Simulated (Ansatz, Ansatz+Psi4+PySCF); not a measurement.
```yaml
atoms:
  - { symbol: C, position_ang: [0.0000, 0.0000, -0.6110] }
  - { symbol: N, position_ang: [0.0000, 0.0000, 1.0912] }
```

Basis set: cc-pVTZ (spherical functions). Left uncorrelated: 2 orbitals. Correlation on ROHF uses semicanonical orbitals with singles. Charge 0, multiplicity 2.

Computed with Ansatz (development build ahead of 0.2.0); each method stands on the lowest determinant of its kind that the runs found.

(1) Give the atomization energy at this shape (free ground-state atoms in the same class of orbitals less the molecule, no zero-point energy) of doublet CN by ROHF-CCSD(T), ROHF-CCSD, ROHF-MP2, UHF-MP2, UHF.

Answers

(1)

```tsv
method	atomization energy
ROHF-CCSD(T)	70.69 kcal/mol
ROHF-CCSD	56.22 kcal/mol
ROHF-MP2	69.72 kcal/mol
UHF-MP2	43.86 kcal/mol
UHF	12.01 kcal/mol
```

Caution for ROHF-CCSD(T), ROHF-CCSD, ROHF-MP2: an unrestricted determinant lies well below; large amplitudes, a single reference is doubtful. Caution for ROHF-CCSD(T), ROHF-CCSD: the program doubts this total. Caution for ROHF-MP2, UHF-MP2: another reference gives a lower total. Caution for UHF-MP2: bonds are stretched, where a single reference can fail. Caution for UHF-MP2, UHF: the determinant breaks the point group; the unrestricted determinant is a mixture of spin states.
